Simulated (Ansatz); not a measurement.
# B2SiH (sextet): wave-function methods side by side, def2-QZVPP

One table from this session's results is given with a row withheld; the runs are named, their logs left out.

Method: def2-QZVPP, core rule «outside noble gas», up to 7 orbitals frozen; program: Ansatz 0.2.0, Gaussian basis.

Plan: UHF; ROHF; CCSD(T) on UHF.

6 further runs of the same task are left out: 6 set aside as unsound or not needed.

### What is computed

The geometry is a PBE0/def2-TZVP stationary point (not a proven minimum) of the parent state, kept for this charge and spin.

4 atoms, charge 0, spin multiplicity 6.

Atoms are counted from 1 here; the program's logs count them from 0.

Bond lengths: B1–B2 1.579 Å, B2–Si3 1.996 Å, B2–H4 1.210 Å. Angles: B1–B2–Si3 136.4°, B1–B2–H4 115.9°, Si3–B2–H4 107.7°.

The first run:

The input, in.yaml:

```yaml
crystal:
  periodic: [false, false, false]
  atoms:
    - {symbol: B, position_ang: [0.000000, -0.380732, 2.150191]}
    - {symbol: B, position_ang: [0.000000, 0.405618, 0.780388]}
    - {symbol: Si, position_ang: [0.000000, -0.067455, -1.159082]}
    - {symbol: H, position_ang: [0.000000, 1.612658, 0.864045]}
basis:
  gaussian: {orbitals: "def2-QZVPP.json"}
magnetization: {spin_polarized: true, initial_magnetization: 5}
hamiltonian: {xc: hf}
output: {orbitals: {seedname: orbitals}}
```

The run is started by

```
$ ansatz run in.yaml --threads 1 --pin off --events-out ev --progress --plain --max-ram 2393MiB
```

Steps of the session up to this table: UHF; ROHF; CCSD(T) on UHF.

One table of the session follows, with a row left open; its other results are not shown here.

| method | from UCCSD(T) (meV) |
| --- | --- |
| ROHF | +6978.1 |
| UHF | +6888.2 |
| UMP2 | ? |
| UCCSD | +351.8 |
| UCCSD(T) | 0 |

Q: Estimate the row for UMP2 from the others.

The run gave: from UCCSD(T) (meV): +1283.4. In the column «from UCCSD(T) (meV)» it lies between UCCSD (+351.8) and UHF (+6888.2).
